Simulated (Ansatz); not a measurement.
# BH3O− (SMILES [BH2-]O) at U-r2SCAN/STO-3G

What is the vertical ionisation energy of BH3O− at U-r2SCAN/STO-3G? 

The calculation is run with Ansatz 0.2.0.

1 further run of the same task is left out (set aside as unsound or not needed).

### 1 The molecule

BH3O−: 5 atoms, total charge -1, spin state doublet. As SMILES, `[BH2-]O`. The coordinates come from a GFN2-xTB relaxation.

Bond lengths: B1–O2 1.527 Å, B1–H3 1.267 Å, B1–H4 1.267 Å, O2–H5 0.963 Å. Angles: B1–O2–H5 108.2°, O2–B1–H3 111.7°, O2–B1–H4 111.8°, H3–B1–H4 109.5°.

### 2 A single-point energy at U-r2SCAN/STO-3G

job.yaml

```yaml
crystal:
  periodic: [false, false, false]
  atoms:
    - {symbol: B, position_ang: [-0.558550, -0.234200, 0.180320]}
    - {symbol: O, position_ang: [0.255120, 1.054670, 0.280220]}
    - {symbol: H, position_ang: [0.033680, -1.207330, 0.735040]}
    - {symbol: H, position_ang: [-0.823360, -0.530130, -1.022660]}
    - {symbol: H, position_ang: [1.093110, 0.916990, -0.172930]}
basis:
  gaussian:
    orbitals: STO-3G
total_charge: -1
magnetization:
  spin_polarized: true
  initial_magnetization: 1
hamiltonian:
  xc: {name: r2SCAN}
accuracy: high
```

Started as:

```bash
ansatz run job.yaml --threads 1 --pin off --max-ram 2610MiB --events-out events.jsonl --progress --plain --runs-dir runs
```

The program printed:

```text
Warning: RAYON_NUM_THREADS=1 ignored (pool sized by the plan → 1); use --threads N
Functional definition: r2SCAN
  name "r2SCAN"
  parameter k0 = 0.174
  parameter k1 = 0.065
  parameter a1 = 4.9479
  exchange = r2scan_x(k0 = k0, k1 = k1, a1 = a1)
  correlation = r2scan_c
208 factors; integrals over basis functions are off by at most 5.0e-8 eV
mean field evaluation 1: about -2711.5250 eV, gradient 3.7e1 eV
mean field evaluation 2: about -2696.6890 eV, gradient 4.3e1 eV
mean field evaluation 4: about -2728.0535 eV, gradient 1.7e0 eV
mean field evaluation 8: about -2728.0321 eV, gradient 1.1e-1 eV
mean field evaluation 16: about -2728.0322 eV, gradient 5.0e-6 eV
mean field -2728.03220928 eV, -100.2533345645 hartree, gradient 2.3e-8 eV, S^2 0.753026; 0 other end points of the search recorded, 0 dependent functions left out
reference -2728.03221006 eV, -100.2533345931 hartree; 9, 8 occupied and 4, 5 virtual orbitals, 208 factors
Total energy: -2728.03221006 eV, -100.2533345931 hartree
```

Wall time 2.7 s (1 thread of Arm Neoverse V1, shared host); peak memory 0.18 GiB.

### 3 Singlet neutral BH3O at the same level

input.yaml

```yaml
crystal:
  periodic: [false, false, false]
  atoms:
    - {symbol: B, position_ang: [-0.558550, -0.234200, 0.180320]}
    - {symbol: O, position_ang: [0.255120, 1.054670, 0.280220]}
    - {symbol: H, position_ang: [0.033680, -1.207330, 0.735040]}
    - {symbol: H, position_ang: [-0.823360, -0.530130, -1.022660]}
    - {symbol: H, position_ang: [1.093110, 0.916990, -0.172930]}
basis:
  gaussian:
    orbitals: STO-3G
hamiltonian:
  xc: {name: r2SCAN}
accuracy: high
```

Started as:

```bash
ansatz run input.yaml --threads 1 --pin off --max-ram 2610MiB --events-out events.jsonl --progress --plain --runs-dir runs
```

The program printed:

```text
Warning: RAYON_NUM_THREADS=1 ignored (pool sized by the plan → 1); use --threads N
Functional definition: r2SCAN
  name "r2SCAN"
  parameter k0 = 0.174
  parameter k1 = 0.065
  parameter a1 = 4.9479
  exchange = r2scan_x(k0 = k0, k1 = k1, a1 = a1)
  correlation = r2scan_c
208 factors; integrals over basis functions are off by at most 5.0e-8 eV
mean field evaluation 1: about -2730.4042 eV, gradient 1.8e1 eV
mean field evaluation 2: about -2690.1535 eV, gradient 8.7e1 eV
mean field evaluation 4: about -2731.4744 eV, gradient 4.8e0 eV
mean field evaluation 8: about -2731.4915 eV, gradient 6.5e-2 eV
mean field evaluation 16: about -2731.4915 eV, gradient 4.5e-7 eV
mean field -2731.49154512 eV, -100.3804628118 hartree, gradient 2.5e-8 eV, S^2 0.000000; 0 other end points of the search recorded, 0 dependent functions left out
reference -2731.49154548 eV, -100.3804628248 hartree; 8, 8 occupied and 5, 5 virtual orbitals, 208 factors
Total energy: -2731.49154548 eV, -100.3804628248 hartree
```

Run time: 1.6 s. Hardware: 1 thread of Arm Neoverse V1, shared host; peak memory 0.12 GiB.

### 4 Outcome

Level: U-r2SCAN/STO-3G.

```
                                           quantity          value
                        doublet BH3O−: total energy  -100.25333 Eh
                                doublet BH3O−: ⟨S²⟩          0.753
                 singlet neutral BH3O: total energy  -100.38046 Eh
vertical detachment energy (to the singlet neutral)      -3.459 eV
```

The species is unbound against losing an electron at this level, by 3.46 eV (−80 kcal/mol); missing correlation or diffuse functions can give that sign where the real anion is bound. Only the singlet of the ionised species was computed; a triplet could lie lower. In a minimal basis such a difference can be off by several eV, whatever the method.
